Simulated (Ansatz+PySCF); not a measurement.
**singlet CO₂: levels of theory in one basis**

```tsv
atom	x (Å)	y (Å)	z (Å)
O	0.0000	0.0000	-1.2521
C	0.0000	0.0000	0.0000
O	0.0000	0.0000	1.2521
```

Basis set: def2-SVP (spherical functions). Correlated methods keep 3 orbitals frozen. Charge 0, multiplicity 1.

Computed with Ansatz (development build ahead of 0.2.0); each method stands on the lowest determinant of its kind that the runs found. NEVPT2 correlates all electrons. Active spaces start from the frontier orbitals, and the lowest solution found is given.

```
        method  E − E(RHF) (eV)  <S²> of the determinant
           RHF             0.00                     0.00
       RHF-MP2           -13.88                        –
   RHF-CCSD(T)           -14.23                        –
   CASSCF(8,6)            -2.52                        –
SC-NEVPT2(8,6)           -13.71                        –
```

Q: What does RHF-CCSD give on the same scale?

A: -13.60 eV.

Q: Is a single determinant a sound starting point here?

A: By this sign, yes. Unrestricted orbitals gain 0.00 eV and <S²> is 0.00 against 0.00 for a pure state. The CASSCF(8,6) natural occupations are 1.97, 1.97, 1.95, 1.95, 0.08, 0.08.
